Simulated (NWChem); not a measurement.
# N2H (dinitrogen monohydride) at UM06/cc-pVTZ-DK (DKH2, esp resp)

Aim: the vertical doublet–quartet gap of N2H (dinitrogen monohydride) at UM06/cc-pVTZ-DK (DKH2, esp resp), from 2 runs. 

The calculation is run with NWChem 7.3.0.

1 further run of the same task is left out (set aside as unsound or not needed).

### Step 1. The structure to begin with

The species is N2H (3 atoms), meant as a doublet with charge 0. SMILES: `[N]=N`. The shape is that of a GFN2-xTB optimisation.

Bond lengths: N1–N2 1.164 Å, N2–H3 1.037 Å. Angles: N1–N2–H3 124.8°.

### Step 2. The energy at UM06/cc-pVTZ-DK (DKH2, esp resp)

hn2.nw reads:

```
start hn2
memory 2200 mb
geometry noautoz
N     0.715210   -0.640440    0.325220
N    -0.243160   -0.185380   -0.152740
H    -0.472040    0.825820   -0.172480
end
basis spherical bse
* library cc-pVTZ-DK
end
relativistic
douglas-kroll dkh
end
dft
xc m06
mult 2
grid medium
iterations 150
print medium
end
esp
restrain
recalculate
end
task dft
task esp
```

Started as:

```bash
nwchem hn2.nw > hn2.out
```

Standard output:

```text
Northwest Computational Chemistry Package (NWChem) 7.3.0
             --------------------------------------------------------

           Job information
           ---------------

    nwchem branch   = 7.3.0
    use scalapack   = T
    input           = hn2.nw
    prefix          = hn2.
    data base       = ./hn2.db
    status          = startup
    nproc           =        1

           Memory information
           ------------------

    heap     =     72089600 doubles =      550.0 Mbytes
    stack    =     72089597 doubles =      550.0 Mbytes
    global   =    144179200 doubles =     1100.0 Mbytes (distinct from heap & stack)
    total    =    288358397 doubles =     2200.0 Mbytes
    verify   = yes
    hardfail = no

           Directory information
           ---------------------

  0 permanent = .
  0 scratch   = .

                                NWChem Input Module
                                -------------------

 Scaling coordinates for geometry "geometry" by  1.889725989
 (inverse scale =  0.529177249)

 CS  symmetry detected

                             Geometry "geometry" -> ""
                             -------------------------

 Output coordinates in angstroms (scale by  1.889725989 to convert to a.u.)

  No.       Tag          Charge          X              Y              Z
 ---- ---------------- ---------- -------------- -------------- --------------
    1 N                    7.0000     0.00607985     0.66247340     0.00000000
    2 N                    7.0000    -0.10423940    -0.49589963     0.00000000
    3 H                    1.0000     0.68711686    -1.16601637     0.00000000

      Atomic Mass
      -----------

      N                 14.003070
      H                  1.007825

 Effective nuclear repulsion energy (a.u.)      27.7543720829

            Nuclear Dipole moment (a.u.)
            ----------------------------
        X                 Y               Z
 ---------------- ---------------- ----------------
     0.0000000000     0.0000000000     0.0000000000

      Symmetry information
      --------------------

 Group name             Cs
 Group number              2
 Group order               2
 No. of unique centers     3

      Symmetry unique atoms

     1    2    3

            XYZ format geometry
            -------------------
     3
 geometry
 N                     0.00607985     0.66247340     0.00000000
 N                    -0.10423940    -0.49589963     0.00000000
 H                     0.68711686    -1.16601637     0.00000000

 ==============================================================================
                                internuclear distances
 ------------------------------------------------------------------------------
       center one      |      center two      | atomic units |  angstroms
 ------------------------------------------------------------------------------
    2 N                |   1 N                |     2.19891  |     1.16361
    3 H                |   2 N                |     1.95958  |     1.03697
 ------------------------------------------------------------------------------
                         number of included internuclear distances:          2
 ==============================================================================

 ==============================================================================
                                 internuclear angles
 ------------------------------------------------------------------------------
        center 1       |       center 2       |       center 3       |  degrees
 ------------------------------------------------------------------------------
    1 N                |   2 N                |   3 H                |   124.82
 ------------------------------------------------------------------------------
                            number of included internuclear angles:          1
 ==============================================================================

 Summary of "ao basis" -> "" (spherical)
 ------------------------------------------------------------------------------
       Tag                 Description            Shells   Functions and Types
 ---------------- ------------------------------  ------  ---------------------
 *                         cc-pVTZ-DK                 on all atoms

Douglas-Kroll integrals are switched on !

Integrals for the no-pair equation with external-field projection operators
will be computed (Douglas-Kroll-Hess).

                                 NWChem DFT Module
                                 -----------------

                      Basis "ao basis" -> "ao basis" (spherical)
                      -----
  [basis functions not shown]

 Summary of "ao basis" -> "ao basis" (spherical)
 ------------------------------------------------------------------------------
       Tag                 Description            Shells   Functions and Types
 ---------------- ------------------------------  ------  ---------------------
 N                         cc-pVTZ-DK               10       30   4s3p2d1f
 H                         cc-pVTZ-DK                6       14   3s2p1d

 Summary of "ao basis" -> "ao basis" (spherical)
 ------------------------------------------------------------------------------
       Tag                 Description            Shells   Functions and Types
 ---------------- ------------------------------  ------  ---------------------
 N                         cc-pVTZ-DK               10       30   4s3p2d1f
 H                         cc-pVTZ-DK                6       14   3s2p1d

      Symmetry analysis of basis
      --------------------------

[... 19 lines left out ...]
          Convergence on energy requested:  1.00D-06
          Convergence on density requested:  1.00D-05
          Convergence on gradient requested:  5.00D-04
[... 19 lines left out ...]
          Spatial weights used:  Erf1
[... 1 line left out ...]
          Convergence Information
[... 1 line left out ...]
          Convergence aids based upon iterative change in
          total energy or number of iterations.
[... 71 lines left out ...]
   convergence    iter        energy       DeltaE   RMS-Dens  Diis-err    time
[... 13 lines left out ...]
         Total DFT energy =     -110.054885723611
      One electron energy =     -203.695328342407
           Coulomb energy =       79.918803514113
    Exchange-Corr. energy =      -14.032732978253
 Nuclear repulsion energy =       27.754372082935
[... 13 lines left out ...]
                    DFT Final Alpha Molecular Orbital Analysis
[... 733 lines left out ...]
                     DFT Final Beta Molecular Orbital Analysis
[... 703 lines left out ...]
 Vector   72  Occ=0.000000D+00  E= 6.511317D+00  Symmetry=a'
              MO Center= -4.6D-02, -1.6D-01,  6.1D-17, r^2= 1.0D+00
   Bfn.  Coefficient  Atom+Function         Bfn.  Coefficient  Atom+Function
  ----- ------------  ---------------      ----- ------------  ---------------
    60      1.406865  2 N  f  3               8     -1.141738  1 N  px
    49      0.995076  2 N  d -2              30     -0.893100  1 N  f  3
    38      0.846990  2 N  px                19      0.798830  1 N  d -2
    14      0.615524  1 N  d -2              74     -0.568373  3 H  d  2
    54      0.527098  2 N  f -3              64      0.420544  3 H  px

 Vector   73  Occ=0.000000D+00  E= 7.984557D+00  Symmetry=a'
              MO Center=  1.6D-01, -4.6D-01,  3.3D-17, r^2= 1.2D+00
   Bfn.  Coefficient  Atom+Function         Bfn.  Coefficient  Atom+Function
  ----- ------------  ---------------      ----- ------------  ---------------
    62      5.537427  3 H  s                 39      4.234364  2 N  py
     3     -3.040652  1 N  s                 38     -2.655818  2 N  px
    33     -2.630375  2 N  s                 67     -2.093296  3 H  px
     1     -1.959441  1 N  s                  9      1.932408  1 N  py
    31     -1.715865  2 N  s                 68      1.724141  3 H  py

 Vector   74  Occ=0.000000D+00  E= 1.449129D+01  Symmetry=a'
              MO Center= -9.0D-03, -1.9D-02,  3.7D-18, r^2= 1.1D+00
   Bfn.  Coefficient  Atom+Function         Bfn.  Coefficient  Atom+Function
  ----- ------------  ---------------      ----- ------------  ---------------
    33      7.662423  2 N  s                  3     -5.976912  1 N  s
    34      5.809691  2 N  s                  9      5.488672  1 N  py
     4     -4.614425  1 N  s                 39      4.522656  2 N  py
    31      4.487792  2 N  s                  1     -3.488690  1 N  s
    62     -2.586061  3 H  s                 32     -2.320214  2 N  s

   alpha - beta orbital overlaps
   -----------------------------

   alpha      1      2      3      4      5      6      7      8      9     10
    beta      1      2      3      4      5      6      7      8      9     10
 overlap   1.000  1.000  0.999  0.999  0.987  0.999  0.987  0.987  0.999  0.993

   alpha     11     12     13     14     15     16     17     18     19     20
    beta     11     12     13     14     15     16     17     18     19     20
 overlap   0.997  0.994  1.000  0.994  0.967  0.969  0.999  0.993  0.997  1.000

   alpha     21     22     23     24     25     26     27     28     29     30
    beta     21     22     23     24     25     26     27     28     29     30
 overlap   0.997  0.999  1.000  0.999  0.999  0.997  0.997  1.000  0.998  1.000

   alpha     31     32     33     34     35     36     37     38     39     40
    beta     31     32     33     34     35     36     38     37     39     40
 overlap   0.801  0.801  0.999  0.999  0.999  0.926  0.922  0.998  0.759  0.758

   alpha     41     42     43     44     45     46     47     48     49     50
    beta     41     42     43     44     45     46     47     48     49     50
 overlap   0.980  0.980  0.995  0.989  0.990  0.999  0.990  0.993  0.991  0.994

   alpha     51     52     53     54     55     56     57     58     59     60
    beta     51     52     53     54     55     56     57     58     59     60
 overlap   0.991  0.992  0.988  0.995  0.993  0.995  0.993  0.997  0.999  0.996

   alpha     61     62     63     64     65     66     67     68     69     70
    beta     61     62     63     64     65     66     67     68     69     70
 overlap   0.999  0.998  0.999  1.000  0.711  0.706  0.992  1.000  0.995  0.999

   alpha     71     72     73     74
    beta     71     72     73     74
 overlap   1.000  1.000  1.000  1.000

     --------------------------
     Expectation value of S2:
     --------------------------
      <S2> =      0.7540 (Exact =     0.7500)

 center of mass
 --------------
 x =  -0.04442246 y =   0.07538355 z =   0.00000000

 moments of inertia (a.u.)
 ------------------
          38.971700974420          -0.000000000000           0.000000000000
          -0.000000000000           2.187147999822           0.000000000000
           0.000000000000           0.000000000000          41.158848974242

     Multipole analysis of the density
     ---------------------------------

     L   x y z        total         alpha         beta         nuclear
     -   - - -        -----         -----         ----         -------
     0   0 0 0     -0.000000     -8.000000     -7.000000     15.000000

     1   1 0 0      0.448672      0.198652      0.250020      0.000000
[... 8 lines of this table left out ...]
     2   0 0 2     -8.152894     -4.298009     -3.854885      0.000000

 Task  times  cpu:        7.6s     wall:        7.6s

                                NWChem Input Module
                                -------------------

                     NWChem Electrostatic Potential Fit Module
                     -----------------------------------------

 Atom parameters

 Number of atoms is                                    3
 Number of basis functions is                         74

 Grid parameters

 Maximum number of grid points is                   1205
 Number of grid points is                           1204
 Grid range                                     0.300000 nm
 Grid spacing                                   0.050000 nm
 Probe radius                                   0.070000 nm
 Atom radius factor                             1.000000

 Restraint parameters

 Hyperbolic restraint to zero charge
    with scaling                 0.001000
         tightness               0.100000
         maximum iterations     25
         tolerance               0.000100

 Atomic radii

    1    0.100000
    7    0.140000
 FASTESP  F
  using M.O. file = ./hn2.movecs

    Atom              Coordinates                           Charge

                                                  ESP         RESP        RESP2
                                                                         constr

    1 N     0.000608    0.066247    0.000000   -0.128128   -0.128423   -0.128423
    2 N    -0.010424   -0.049590    0.000000   -0.157345   -0.156428   -0.156428
    3 H     0.068712   -0.116602    0.000000    0.285473    0.284851    0.284851
                                            ------------------------------------
                                               -0.000000   -0.000000   -0.000000

 Dipole moment                                  0.756502    0.755859    0.755859

 Quadrupole moment Qxx                          0.329089    0.331806    0.331806
                   Qyy                         -0.667890   -0.672808   -0.672808
                   Qzz                          0.338801    0.341001    0.341001

 RMS deviation kJ/mol                           0.547346    0.547350    0.547350

 RRMS %                                        34.841425   34.841736   34.841736

 Task  times  cpu:        0.2s     wall:        0.2s
 Total times  cpu:        7.8s     wall:        7.8s
```

Wall time 8.4 s (1 thread of AMD EPYC 9R45 (Zen 5), shared host); peak memory 0.12 GiB.

(Part 1 of 2 ends here.)
